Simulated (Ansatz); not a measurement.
# C₂H₂FO+: functionals against CCSD(T) at one geometry

The task here is to estimate one member of a computed series from the others.

The runs use Ansatz 0.2.0, Gaussian basis; single points in def2-TZVPP.

Cores are frozen in the correlated methods.

## Starting geometry

SMILES `[OH+]=C=CF`, 6 atoms, charge 1, spin multiplicity 1.

Atoms are counted from 1 here; the program's logs count them from 0.

Bond lengths: O1–C2 1.126 Å, O1–H5 0.986 Å, C2–C3 1.338 Å, C3–F4 1.367 Å, C3–H6 1.167 Å. Angles: C2–O1–H5 123.0°, O1–C2–C3 175.0°, C2–C3–F4 135.1°, C2–C3–H6 111.6°, F4–C3–H6 112.3°.

As a file:

```xyz
6
charge 1, multiplicity 1
O    -0.4526    1.3054   -0.8129
C    -0.1675    0.4325   -0.1610
C     0.1023   -0.6706    0.5467
F    -0.3839   -1.9479    0.5715
H     0.0217    1.5297   -1.6483
H     0.7725   -0.4334    1.4727
```

Set-up of the first run:

The input, run/in.yaml:

```yaml
crystal:
  periodic: [false, false, false]
  atoms:
    - {symbol: O, position_ang: [-0.452600, 1.305400, -0.812900]}
    - {symbol: C, position_ang: [-0.167500, 0.432500, -0.161000]}
    - {symbol: C, position_ang: [0.102300, -0.670600, 0.546700]}
    - {symbol: F, position_ang: [-0.383900, -1.947900, 0.571500]}
    - {symbol: H, position_ang: [0.021700, 1.529700, -1.648300]}
    - {symbol: H, position_ang: [0.772500, -0.433400, 1.472700]}
basis:
  gaussian: {orbitals: def2-TZVPP}
total_charge: 1
correlation: {method: ccsd_t}
output: {forces: true}
```

No record of the launch command was kept for these runs.

Among the steps run: CCSD(T)/def2-TZVPP; PBE0-D4/def2-TZVPP; wB97M-V/def2-TZVPP; r2SCAN-D4/def2-TZVPP; PBE-D4/def2-TZVPP; r2SCAN0-D4/def2-TZVPP; LC-wPBE/def2-TZVPP.

One of the session's tables, all rows but one given; the rest of the session is left out.

| method | RMS force component (eV/Å) | angle to CCSD(T) forces (°) |
| --- | --- | --- |
| CCSD(T) | 3.972 | reference |
| PBE0-D4 | 3.820 | 4.3 |
| wB97M-V | 3.935 | 3.5 |
| r2SCAN-D4 | 3.840 | 3.6 |
| PBE-D4 | 3.897 | 4.2 |
| r2SCAN0-D4 | ? | ? |
| LC-wPBE | 3.930 | 4.7 |

**Question.** Estimate the row for r2SCAN0-D4.

As computed: RMS force component (eV/Å): 3.792; angle to CCSD(T) forces (°): 5.5. In the column «RMS force component (eV/Å)» it is the lowest.
